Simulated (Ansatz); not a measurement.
Process, species as SMILES: PP (P2H4) + [H][H] (H2) → 2 P (PH3)
B3LYP-D3(BJ)/def2-TZVP geometries, fixed; electronic energies without zero-point terms.
Largest species:
```xyz
6

P     -1.0203    -0.4713    -0.0535
P      1.0203     0.4711     0.0549
H     -1.5176     0.2567     1.0604
H     -1.5148     0.4895    -0.9757
H      1.5219    -0.4987     0.9637
H      1.5105    -0.2449    -1.0699
```
Charge 0, spin multiplicity 1.

Core correlation in the energy of full hydrogenation at MP2 with Ansatz (an electronic-structure program), in kcal/mol: frozen core against 1s of Al to Cl frozen alone. Core-valence sets carry the plain set on hydrogen.

| basis | functions, most | frozen core |
|---|---|---|
| cc-pV(D+d)Z | 66 | -7.22 |
| cc-pCVDZ | 74 | -6.55 |
| cc-pV(T+d)Z | 134 | -4.09 |
| cc-pwCVTZ | 174 | -4.27 |
| cc-pCVTZ | 174 | -4.10 |
| cc-pV(Q+d)Z | 248 | -3.51 |
| cc-pwCVQZ | 338 | -3.48 |
| cc-pCVQZ | 338 | -3.52 |

**Question.** How large is the core term in each set?

**Answer.** The largest core-valence set, cc-pCVQZ, gives a core term of 0.19 kcal/mol; the valence set cc-pV(Q+d)Z, which lacks functions for the core, gives -0.07. By row: cc-pV(D+d)Z -0.07, cc-pCVDZ 0.12, cc-pV(T+d)Z 0.36, cc-pwCVTZ 0.22, cc-pCVTZ 0.19, cc-pV(Q+d)Z -0.07, cc-pwCVQZ 0.19, cc-pCVQZ 0.19.
